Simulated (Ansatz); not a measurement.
**C₂HFO: single points with varied inputs**

Aim: run C₂HFO under a spread of inputs, and see what each costs and gives.

Method: the settings change from run to run; program: Ansatz 0.2.0, Gaussian basis.

### Step 1. The relaxed structure

The geometry comes from an earlier relaxation with PBE0-D4 in a triple-zeta def2 set; it is a stationary point.

SMILES `O=C=CF`, 5 atoms, charge 0, spin multiplicity 1.

Atoms are counted from 1 here; the program's logs count them from 0.

Bond lengths: O1–C2 1.159 Å, C2–C3 1.316 Å, C3–F4 1.346 Å, C3–H5 1.079 Å. Angles: O1–C2–C3 178.0°, C2–C3–F4 120.6°, C2–C3–H5 121.6°, F4–C3–H5 117.8°.

As a file:

```mol
C2HFO
  3D, bonds by distance, orders not assigned

  5  4  0  0  0  0  0  0  0  0999 V2000
    0.6556   -1.3197    1.3156 O   0  0
    0.2801   -0.5466    0.5383 C   0  0
   -0.1150    0.3608   -0.3289 C   0  0
   -1.1178    0.0975   -1.1873 F   0  0
    0.3470    1.3344   -0.3791 H   0  0
  1  2  8  0
  2  3  8  0
  3  4  8  0
  3  5  8  0
M  END
```

### Step 2. r2SCAN0/def2-TZVP

This run has coordinates scaled by 0.96.

in.yaml reads:

```yaml
crystal:
  periodic: [false, false, false]
  atoms:
    - {symbol: O, position_ang: [0.629336, -1.266885, 1.262980]}
    - {symbol: C, position_ang: [0.268880, -0.524769, 0.516753]}
    - {symbol: C, position_ang: [-0.110441, 0.346409, -0.315742]}
    - {symbol: F, position_ang: [-1.073079, 0.093556, -1.139812]}
    - {symbol: H, position_ang: [0.333112, 1.281032, -0.363921]}
basis:
  gaussian: {orbitals: def2-TZVP}
hamiltonian: {xc: {name: r2SCAN0}}
output: {forces: true}
```

On the command line:

```bash
> ansatz run in.yaml --threads 2 --pin off --events-out ev --progress --plain --max-ram 4352MiB
```

Log:

```text
Functional definition: r2SCAN0
  name "r2SCAN0"
  cite "Bursch, Neugebauer, Ehlert & Grimme, J. Chem. Phys. 156, 134105 (2022) doi:10.1063/5.0086040"
  cite "Furness, Kaplan, Ning, Perdew & Sun, J. Phys. Chem. Lett. 11, 8208 (2020) doi:10.1021/acs.jpclett.0c02405"
  cite "Furness, Kaplan, Ning, Perdew & Sun, J. Phys. Chem. Lett. 11, 9248 (2020) doi:10.1021/acs.jpclett.0c03077"
  parent r2scan
  parameter a = 0.25
  parameter k0 = 0.174
  parameter k1 = 0.065
  parameter a1 = 4.9479
  exchange = (1 - a)*r2scan_x(k0 = k0, k1 = k1, a1 = a1) + a*exact_x
  correlation = r2scan_c
711 factors; their error is unknown
mean field evaluation 1: about -6847.8048 eV, gradient 3.8e1 eV
mean field evaluation 2: about -6848.1810 eV, gradient 3.6e1 eV
mean field evaluation 4: about -6850.2144 eV, gradient 1.8e0 eV
mean field evaluation 8: about -6850.2248 eV, gradient 4.8e-2 eV
mean field evaluation 16: about -6850.2471 eV, gradient 1.6e-5 eV
mean field -6850.24710601 eV, -251.7419378817 hartree, gradient 1.6e-5 eV, S^2 0.000000; 0 other end points of the search recorded, 0 dependent functions left out
the calculation of the forces begins
reference -6850.24711161 eV, -251.7419380874 hartree; 15, 15 occupied and 115, 115 virtual orbitals, 711 factors
Total energy: -6850.24711161 eV, -251.7419380874 hartree
Atom 0 at     0.629336    -1.266885     1.262980 Å, force     1.728767    -3.614968     3.608158 eV/Å
Atom 1 at     0.268880    -0.524769     0.516753 Å, force    -0.424821     1.055500    -0.974118 eV/Å
Atom 2 at    -0.110441     0.346409    -0.315742 Å, force     0.074015     1.510506    -0.716489 eV/Å
Atom 3 at    -1.073079     0.093556    -1.139812 Å, force    -2.138198    -0.455768    -1.885793 eV/Å
Atom 4 at     0.333112     1.281032    -0.363921 Å, force     0.760237     1.504730    -0.031758 eV/Å
Dipole moment:     0.117929     0.220128     0.002028 e Å
```

Wall time 1.9 s (2 threads of Arm Neoverse V2, shared host).

Largest force 5.392 eV/Å, dipole 1.20 D.

### Step 3. BHLYP/STO-3G

This run has finite nuclei.

in.yaml reads:

```yaml
crystal:
  periodic: [false, false, false]
  atoms:
    - {symbol: O, position_ang: [0.655559, -1.319672, 1.315604]}
    - {symbol: C, position_ang: [0.280083, -0.546635, 0.538284]}
    - {symbol: C, position_ang: [-0.115043, 0.360843, -0.328898]}
    - {symbol: F, position_ang: [-1.117790, 0.097454, -1.187304]}
    - {symbol: H, position_ang: [0.346992, 1.334409, -0.379084]}
basis:
  gaussian: {orbitals: STO-3G, nuclear_model: gaussian}
hamiltonian: {xc: {name: BHLYP}}
```

The command is unchanged.

Log:

```text
Functional definition: BHLYP
  name "BHLYP"
  cite "Becke, J. Chem. Phys. 98, 1372 (1993) doi:10.1063/1.464304"
  cite "Becke, Phys. Rev. A 38, 3098 (1988) doi:10.1103/PhysRevA.38.3098"
  cite "Lee, Yang & Parr, Phys. Rev. B 37, 785 (1988) doi:10.1103/PhysRevB.37.785"
  parameter a = 0.5
  exchange = (1 - a)*b88_x + a*exact_x
  correlation = lyp_c
299 factors; integrals over basis functions are off by at most 2.7e-5 eV
mean field evaluation 1: about -6753.0666 eV, gradient 2.4e1 eV
mean field evaluation 2: about -6751.9385 eV, gradient 3.6e1 eV
mean field evaluation 4: about -6754.8539 eV, gradient 1.5e0 eV
mean field evaluation 8: about -6754.8885 eV, gradient 3.7e-2 eV
mean field -6754.88846651 eV, -248.2375725165 hartree, gradient 3.1e-5 eV, S^2 0.000000; 0 other end points of the search recorded, 0 dependent functions left out
reference -6754.88853959 eV, -248.2375752019 hartree; 15, 15 occupied and 6, 6 virtual orbitals, 299 factors
Total energy: -6754.88853959 eV, -248.2375752019 hartree
```

Run time: 0.25 s. Hardware: 2 threads of Arm Neoverse V2, shared host.

### Step 4. B3LYP5/cc-pVTZ

Set apart from the defaults: unrestricted orbitals.

Edit in.yaml of step 3 so:

```diff
@@ -9,3 +9,5 @@
 basis:
-  gaussian: {orbitals: STO-3G, nuclear_model: gaussian}
-hamiltonian: {xc: {name: BHLYP}}
+  gaussian: {orbitals: cc-pVTZ}
+magnetization: {spin_polarized: true, initial_magnetization: 0}
+hamiltonian: {xc: {name: B3LYP5}}
+output: {forces: true}
```

Same command.

Log:

```text
Functional definition: B3LYP5
  name "B3LYP5"
  cite "Stephens, Devlin, Chabalowski & Frisch, J. Phys. Chem. 98, 11623 (1994) doi:10.1021/j100096a001"
  cite "Becke, Phys. Rev. A 38, 3098 (1988) doi:10.1103/PhysRevA.38.3098"
  cite "Lee, Yang & Parr, Phys. Rev. B 37, 785 (1988) doi:10.1103/PhysRevB.37.785"
  cite "Vosko, Wilk & Nusair, Can. J. Phys. 58, 1200 (1980) doi:10.1139/p80-159"
  parameter a0 = 0.2
  parameter ax = 0.72
  parameter ac = 0.81
  exchange = (1 - a0 - ax)*slater_x + ax*b88_x + a0*exact_x
  correlation = (1 - ac)*vwn5_c + ac*lyp_c
701 factors; their error is unknown
mean field evaluation 1: about -6848.7878 eV, gradient 2.9e1 eV
mean field evaluation 2: about -6846.9357 eV, gradient 3.9e1 eV
mean field evaluation 4: about -6851.6490 eV, gradient 2.3e0 eV
mean field evaluation 8: about -6851.6699 eV, gradient 6.8e-2 eV
mean field evaluation 16: about -6851.6648 eV, gradient 2.2e-5 eV
mean field -6851.66483989 eV, -251.7940386408 hartree, gradient 2.2e-5 eV, S^2 0.000000; 0 other end points of the search recorded, 0 dependent functions left out
the calculation of the forces begins
reference -6851.66500004 eV, -251.7940445261 hartree; 15, 15 occupied and 119, 119 virtual orbitals, 701 factors
Total energy: -6851.66500004 eV, -251.7940445261 hartree
Atom 0 at     0.655559    -1.319672     1.315604 Å, force     0.149580    -0.311567     0.311593 eV/Å
Atom 1 at     0.280083    -0.546635     0.538284 Å, force    -0.111049     0.255535    -0.244047 eV/Å
Atom 2 at    -0.115043     0.360843    -0.328898 Å, force     0.323100     0.174481     0.229763 eV/Å
Atom 3 at    -1.117790     0.097454    -1.187304 Å, force    -0.330798    -0.068520    -0.292790 eV/Å
Atom 4 at     0.346992     1.334409    -0.379084 Å, force    -0.030833    -0.049929    -0.004519 eV/Å
Dipole moment:     0.132934     0.234239     0.009554 e Å
```

Run time: 1.9 s. Hardware: 2 threads of Arm Neoverse V2, shared host.

Largest force 0.465 eV/Å, dipole 1.29 D, ⟨S²⟩ 0.000.

### Step 5. B2PLYP/cc-pVDZ

This run has unrestricted orbitals, coordinates scaled by 1.05, high accuracy.

in.yaml reads:

```yaml
crystal:
  periodic: [false, false, false]
  atoms:
    - {symbol: O, position_ang: [0.688337, -1.385656, 1.381384]}
    - {symbol: C, position_ang: [0.294087, -0.573966, 0.565199]}
    - {symbol: C, position_ang: [-0.120795, 0.378885, -0.345342]}
    - {symbol: F, position_ang: [-1.173680, 0.102327, -1.246670]}
    - {symbol: H, position_ang: [0.364341, 1.401129, -0.398038]}
basis:
  gaussian: {orbitals: cc-pVDZ}
magnetization: {spin_polarized: true, initial_magnetization: 0}
hamiltonian: {xc: {name: B2PLYP}}
accuracy: high
```

Same command.

Log:

```text
Functional definition: B2PLYP
  name "B2PLYP"
  cite "Grimme, J. Chem. Phys. 124, 034108 (2006) doi:10.1063/1.2148954"
  cite "Becke, Phys. Rev. A 38, 3098 (1988) doi:10.1103/PhysRevA.38.3098"
  cite "Lee, Yang & Parr, Phys. Rev. B 37, 785 (1988) doi:10.1103/PhysRevB.37.785"
  parameter a = 0.53
  parameter c = 0.27
  exchange = (1 - a)*b88_x + a*exact_x
  correlation = (1 - c)*lyp_c + c*(mp2_os + mp2_ss)
1275 factors; integrals over basis functions are off by at most 5.0e-8 eV
mean field evaluation 1: about -6838.7026 eV, gradient 2.3e1 eV
mean field evaluation 2: about -6838.7919 eV, gradient 2.3e1 eV
mean field evaluation 4: about -6840.5210 eV, gradient 4.3e0 eV
mean field evaluation 8: about -6840.6048 eV, gradient 3.5e-1 eV
mean field evaluation 16: about -6840.6056 eV, gradient 1.1e-4 eV
mean field evaluation 32: about -6839.3247 eV, gradient 6.2e0 eV
mean field -6840.60559954 eV, -251.3876190541 hartree, gradient 8.1e-8 eV, S^2 0.000000; 2 other end points of the search recorded, 0 dependent functions left out
4 core orbitals not correlated: weight in the atoms' cores, before any rotation towards them, 1.000 or more for the frozen orbitals, at most 0.000 for the correlated occupied ones
reference -6840.60561618 eV, -251.3876196655 hartree; 11, 11 occupied and 46, 46 virtual orbitals, 1275 factors
second order -21.34553725 eV of doubles, -0.00000000 eV of singles
Total energy: -6846.36891123 eV, -251.5994168523 hartree
```

Wall time 3 s (2 threads of Arm Neoverse V2, shared host).

⟨S²⟩ 0.000.

### Step 6. SPW92/def2-TZVP

This run has multiplicity 3, relativity set to none.

in.yaml reads:

```yaml
crystal:
  periodic: [false, false, false]
  atoms:
    - {symbol: O, position_ang: [0.655559, -1.319672, 1.315604]}
    - {symbol: C, position_ang: [0.280083, -0.546635, 0.538284]}
    - {symbol: C, position_ang: [-0.115043, 0.360843, -0.328898]}
    - {symbol: F, position_ang: [-1.117790, 0.097454, -1.187304]}
    - {symbol: H, position_ang: [0.346992, 1.334409, -0.379084]}
basis:
  gaussian: {orbitals: def2-TZVP}
magnetization: {spin_polarized: true, initial_magnetization: 2}
hamiltonian: {xc: {name: SPW92}, pseudopotentials: {relativity: none}}
```

The command is unchanged.

Log:

```text
Functional definition: SPW92
  name "SPW92"
  cite "Dirac, Proc. Camb. Phil. Soc. 26, 376 (1930) doi:10.1017/S0305004100016108"
  cite "Slater, Phys. Rev. 81, 385 (1951) doi:10.1103/PhysRev.81.385"
  cite "Perdew & Wang, Phys. Rev. B 45, 13244 (1992) doi:10.1103/PhysRevB.45.13244"
  exchange = slater_x
  correlation = pw_c
711 factors; their error is unknown
mean field evaluation 1: about -6796.8662 eV, gradient 3.5e1 eV
mean field evaluation 2: about -6784.8187 eV, gradient 6.4e1 eV
mean field evaluation 4: about -6801.8576 eV, gradient 6.3e0 eV
mean field evaluation 8: about -6801.9964 eV, gradient 2.2e-1 eV
mean field evaluation 16: about -6801.9849 eV, gradient 1.7e-4 eV
mean field -6801.98486196 eV, -249.9683331260 hartree, gradient 3.9e-5 eV, S^2 2.002030; 0 other end points of the search recorded, 0 dependent functions left out
reference -6801.98488803 eV, -249.9683340840 hartree; 16, 14 occupied and 114, 116 virtual orbitals, 711 factors
Total energy: -6801.98488803 eV, -249.9683340840 hartree
```

Wall time 0.65 s (2 threads of Arm Neoverse V2, shared host).

⟨S²⟩ 2.002.

### Step 7. BLYP/x2c-TZVPPall

Set apart from the defaults: D3(BJ) with three-body dispersion.

Edit in.yaml of step 6 so:

```diff
@@ -9,4 +9,3 @@
 basis:
-  gaussian: {orbitals: def2-TZVP}
-magnetization: {spin_polarized: true, initial_magnetization: 2}
-hamiltonian: {xc: {name: SPW92}, pseudopotentials: {relativity: none}}
+  gaussian: {orbitals: x2c-TZVPPall}
+hamiltonian: {xc: {name: BLYP}, dispersion: d3bjatm}
```

Launched as before.

Log:

```text
Functional definition: BLYP
  name "BLYP"
  cite "Becke, Phys. Rev. A 38, 3098 (1988) doi:10.1103/PhysRevA.38.3098"
  cite "Lee, Yang & Parr, Phys. Rev. B 37, 785 (1988) doi:10.1103/PhysRevB.37.785"
  parameter beta = 0.0042
  parameter a = 0.04918
  parameter b = 0.132
  parameter c = 0.2533
  parameter d = 0.349
  exchange = b88_x(beta = beta)
  correlation = lyp_c(a = a, b = b, c = c, d = d)
726 factors; their error is unknown
mean field evaluation 1: about -6854.0375 eV, gradient 5.1e1 eV
mean field evaluation 2: about -6849.7265 eV, gradient 7.1e1 eV
mean field evaluation 4: about -6858.8103 eV, gradient 6.4e0 eV
mean field evaluation 8: about -6858.8948 eV, gradient 4.3e-2 eV
mean field evaluation 16: about -6858.8835 eV, gradient 4.5e-5 eV
mean field -6858.88353505 eV, -252.0593207950 hartree, gradient 4.5e-5 eV, S^2 0.000000; 0 other end points of the search recorded, 0 dependent functions left out
reference -6858.88379010 eV, -252.0593301677 hartree; 15, 15 occupied and 123, 123 virtual orbitals, 726 factors
Total energy: -6859.01416788 eV, -252.0641214628 hartree
Relativity: scalar
```

Run time: 0.8 s. Hardware: 2 threads of Arm Neoverse V2, shared host.

### Step 8. CAM-B3LYP/6-31++G**

Set apart from the defaults: D3(BJ) dispersion, high accuracy.

Edit in.yaml of step 7 so:

```diff
@@ -9,3 +9,5 @@
 basis:
-  gaussian: {orbitals: x2c-TZVPPall}
-hamiltonian: {xc: {name: BLYP}, dispersion: d3bjatm}
+  gaussian: {orbitals: "6-31++G**"}
+hamiltonian: {xc: {name: CAM-B3LYP}, dispersion: d3bj}
+accuracy: high
+output: {forces: true}
```

The command is unchanged.

Log:

```text
Functional definition: CAM-B3LYP
  name "CAM-B3LYP"
  cite "Yanai, Tew & Handy, Chem. Phys. Lett. 393, 51 (2004) doi:10.1016/j.cplett.2004.06.011"
  cite "Iikura, Tsuneda, Yanai & Hirao, J. Chem. Phys. 115, 3540 (2001) doi:10.1063/1.1383587"
  cite "Becke, Phys. Rev. A 38, 3098 (1988) doi:10.1103/PhysRevA.38.3098"
  cite "Lee, Yang & Parr, Phys. Rev. B 37, 785 (1988) doi:10.1103/PhysRevB.37.785"
  cite "Vosko, Wilk & Nusair, Can. J. Phys. 58, 1200 (1980) doi:10.1139/p80-159"
  parameter alpha = 0.19
  parameter beta = 0.46
  parameter omega = 0.33/bohr
  parameter ac = 0.81
  # Exact exchange under (alpha + beta erf(omega r))/r, Becke's under what is left of 1/r.
  exchange = (1 - alpha - beta)*b88_x + beta*b88_x_sr(omega) + alpha*exact_x + beta*exact_x_lr(omega)
  correlation = (1 - ac)*vwn5_c + ac*lyp_c
1575 factors; integrals over basis functions are off by at most 3.2e-9 eV
372 factors; integrals over basis functions are off by at most 2.2e-9 eV
mean field evaluation 1: about -6847.5307 eV, gradient 3.6e1 eV
mean field evaluation 2: about -6846.7537 eV, gradient 4.5e1 eV
mean field evaluation 4: about -6849.8715 eV, gradient 2.1e0 eV
mean field evaluation 8: about -6849.8819 eV, gradient 1.7e-1 eV
mean field evaluation 16: about -6849.8819 eV, gradient 3.6e-5 eV
mean field -6849.88191842 eV, -251.7285174853 hartree, gradient 1.2e-8 eV, S^2 0.000000; 0 other end points of the search recorded, 0 dependent functions left out
the calculation of the forces begins
reference -6849.88193647 eV, -251.7285181487 hartree; 15, 15 occupied and 67, 67 virtual orbitals, 1575 factors
Total energy: -6849.92554711 eV, -251.7301208098 hartree
Atom 0 at     0.655559    -1.319672     1.315604 Å, force     0.315026    -0.652351     0.654187 eV/Å
Atom 1 at     0.280083    -0.546635     0.538284 Å, force    -0.280929     0.440941    -0.509778 eV/Å
Atom 2 at    -0.115043     0.360843    -0.328898 Å, force     0.370692     0.279306     0.222220 eV/Å
Atom 3 at    -1.117790     0.097454    -1.187304 Å, force    -0.380103    -0.110226    -0.319960 eV/Å
Atom 4 at     0.346992     1.334409    -0.379084 Å, force    -0.024686     0.042330    -0.046670 eV/Å
Dipole moment:     0.158665     0.263902     0.019603 e Å
```

It took 2.8 s on 2 threads of Arm Neoverse V2, shared host.

Largest force 0.976 eV/Å, dipole 1.48 D.

### Step 9. wB97X/cc-pVTZ

Set apart from the defaults: charge +1, multiplicity 2, relativity set to scalar.

Edit in.yaml of step 8 so:

```diff
@@ -9,5 +9,6 @@
 basis:
-  gaussian: {orbitals: "6-31++G**"}
-hamiltonian: {xc: {name: CAM-B3LYP}, dispersion: d3bj}
-accuracy: high
+  gaussian: {orbitals: cc-pVTZ}
+total_charge: 1
+magnetization: {spin_polarized: true, initial_magnetization: 1}
+hamiltonian: {xc: {name: wB97X}, pseudopotentials: {relativity: scalar}}
 output: {forces: true}
```

Launched as before.

Log:

```text
Functional definition: wB97X
  name "wB97X"
  cite "Chai & Head-Gordon, J. Chem. Phys. 128, 084106 (2008) doi:10.1063/1.2834918"
  cite "Becke, J. Chem. Phys. 107, 8554 (1997) doi:10.1063/1.475007"
  parameter omega = 0.3/bohr
  parameter cx = 0.157706
  parameter cx1 = 0.726479
  parameter cx2 = 1.04760
  parameter cx3 = -5.70635
  parameter cx4 = 13.2794
  parameter css1 = -4.33879
  parameter css2 = 18.2308
  parameter css3 = -31.7430
  parameter css4 = 17.2901
  parameter cos1 = 2.37031
  parameter cos2 = -11.3995
  parameter cos3 = 6.58405
  parameter cos4 = -3.78132
  # The coefficients of nought are those of the uniform gas.
  exchange = spin_sum(e_x_unif_sr(omega)*poly(b97_u_x, 1 - cx, cx1, cx2, cx3, cx4)) + cx*exact_x_sr(omega)
      + exact_x_lr(omega)
  correlation = spin_sum(e_c_pw_same_spin*poly(b97_u_same, 1, css1, css2, css3, css4))
      + integral(e_c_pw_opposite_spin*poly(b97_u_opposite, 1, cos1, cos2, cos3, cos4))
701 factors; their error is unknown
153 factors; integrals over basis functions are off by at most 8.1e-6 eV
mean field evaluation 1: about -6841.9310 eV, gradient 4.5e1 eV
mean field evaluation 2: about -6835.0005 eV, gradient 6.6e1 eV
mean field evaluation 4: about -6847.5232 eV, gradient 3.6e0 eV
mean field evaluation 8: about -6847.5669 eV, gradient 1.5e-1 eV
mean field evaluation 16: about -6847.5583 eV, gradient 1.0e-3 eV
mean field -6847.55834867 eV, -251.6431278717 hartree, gradient 4.4e-5 eV, S^2 0.759662; 0 other end points of the search recorded, 0 dependent functions left out
the calculation of the forces begins
reference -6847.55833249 eV, -251.6431272774 hartree; 15, 14 occupied and 119, 120 virtual orbitals, 701 factors
Total energy: -6847.55833249 eV, -251.6431272774 hartree
Relativity: scalar
Atom 0 at     0.655559    -1.319672     1.315604 Å, force    -1.298866     2.764886    -2.736372 eV/Å
Atom 1 at     0.280083    -0.546635     0.538284 Å, force     2.149312    -5.503266     5.013467 eV/Å
Atom 2 at    -0.115043     0.360843    -0.328898 Å, force    -3.217177     2.112342    -4.300819 eV/Å
Atom 3 at    -1.117790     0.097454    -1.187304 Å, force     2.250519     0.336368     2.059804 eV/Å
Atom 4 at     0.346992     1.334409    -0.379084 Å, force     0.116212     0.289671    -0.036080 eV/Å
Dipole moment:     0.305576     0.356925     0.116895 e Å
```

Wall time 6 s (2 threads of Arm Neoverse V2, shared host); peak memory 0.3 GiB.

Largest force 7.749 eV/Å, ⟨S²⟩ 0.760.

### Step 10. B3LYP5/def2-mTZVP

Options: atoms shaken by 0.08 Å.

in.yaml reads:

```yaml
crystal:
  periodic: [false, false, false]
  atoms:
    - {symbol: O, position_ang: [0.753855, -1.451210, 1.418482]}
    - {symbol: C, position_ang: [0.169914, -0.491049, 0.649236]}
    - {symbol: C, position_ang: [-0.250450, 0.326828, -0.331129]}
    - {symbol: F, position_ang: [-1.088240, 0.129046, -1.207052]}
    - {symbol: H, position_ang: [0.329433, 1.225598, -0.370931]}
basis:
  gaussian: {orbitals: def2-mTZVP}
hamiltonian: {xc: {name: B3LYP5}}
output: {forces: true}
```

Launched as before.

Log:

```text
Functional definition: B3LYP5
  name "B3LYP5"
  cite "Stephens, Devlin, Chabalowski & Frisch, J. Phys. Chem. 98, 11623 (1994) doi:10.1021/j100096a001"
  cite "Becke, Phys. Rev. A 38, 3098 (1988) doi:10.1103/PhysRevA.38.3098"
  cite "Lee, Yang & Parr, Phys. Rev. B 37, 785 (1988) doi:10.1103/PhysRevB.37.785"
  cite "Vosko, Wilk & Nusair, Can. J. Phys. 58, 1200 (1980) doi:10.1139/p80-159"
  parameter a0 = 0.2
  parameter ax = 0.72
  parameter ac = 0.81
  exchange = (1 - a0 - ax)*slater_x + ax*b88_x + a0*exact_x
  correlation = (1 - ac)*vwn5_c + ac*lyp_c
707 factors; their error is unknown
mean field evaluation 1: about -6846.8219 eV, gradient 4.2e1 eV
mean field evaluation 2: about -6836.0236 eV, gradient 8.7e1 eV
mean field evaluation 4: about -6849.8244 eV, gradient 5.7e0 eV
mean field evaluation 8: about -6849.8946 eV, gradient 1.5e-1 eV
mean field evaluation 16: about -6849.9021 eV, gradient 3.5e-5 eV
mean field -6849.90205054 eV, -251.7292573268 hartree, gradient 3.5e-5 eV, S^2 0.000000; 0 other end points of the search recorded, 0 dependent functions left out
the calculation of the forces begins
reference -6849.90223585 eV, -251.7292641368 hartree; 15, 15 occupied and 69, 69 virtual orbitals, 707 factors
Total energy: -6849.90223585 eV, -251.7292641368 hartree
Atom 0 at     0.753855    -1.451210     1.418482 Å, force    -4.201099     7.085774    -5.144408 eV/Å
Atom 1 at     0.169914    -0.491049     0.649236 Å, force     3.220452    -6.673694     3.680837 eV/Å
Atom 2 at    -0.250450     0.326828    -0.331129 Å, force     5.645337     0.056452     5.829641 eV/Å
Atom 3 at    -1.088240     0.129046    -1.207052 Å, force    -4.729597    -1.262876    -4.301546 eV/Å
Atom 4 at     0.329433     1.225598    -0.370931 Å, force     0.064907     0.794344    -0.064523 eV/Å
Dipole moment:    -0.050841     0.420056    -0.257095 e Å
```

Run time: 0.75 s. Hardware: 2 threads of Arm Neoverse V2, shared host.

Largest force 9.712 eV/Å, dipole 2.38 D.

### Step 11. All runs side by side

| level | charge | multiplicity | geometry | functions | energy (eV) | time |
| --- | --- | --- | --- | --- | --- | --- |
| r2SCAN0/def2-TZVP | 0 | 1 | scaled | 130 | -6850.247 | 1.9 s |
| BHLYP/STO-3G | 0 | 1 | relaxed | 21 | -6754.889 | 0.25 s |
| B3LYP5/cc-pVTZ | 0 | 1 | relaxed | 134 | -6851.665 | 1.9 s |
| B2PLYP/cc-pVDZ | 0 | 1 | scaled | 61 | -6846.369 | 3 s |
| SPW92/def2-TZVP | 0 | 3 | relaxed | 130 | -6801.985 | 0.65 s |
| BLYP/x2c-TZVPPall | 0 | 1 | relaxed | 138 | -6859.014 | 0.8 s |
| CAM-B3LYP/6-31++G** | 0 | 1 | relaxed | 82 | -6849.926 | 2.8 s |
| wB97X/cc-pVTZ | 1 | 2 | relaxed | 134 | -6847.558 | 6 s |
| B3LYP5/def2-mTZVP | 0 | 1 | shaken | 84 | -6849.902 | 0.75 s |

### Step 12. Results

| quantity | value |
| --- | --- |
| runs | 9 |
| quickest | BHLYP/STO-3G, 0.25 s |
| slowest | wB97X/cc-pVTZ, 6 s |
| spread of total energies, same state and geometry | 104.1 eV |
| dipole, same state and geometry | 1.29 to 1.48 D |

wB97X/cc-pVTZ took 24 times as long as BHLYP/STO-3G. The jobs differ in tasks and options as well as level. The totals spread over 104 eV; they can't be compared across methods or bases. At the PBE0-D4/def2-TZVP geometry and in the same state, runs without warnings or point charges leave forces up to 0.98 eV/Å (CAM-B3LYP/6-31++G**), against 9.7 eV/Å where the atoms were moved.
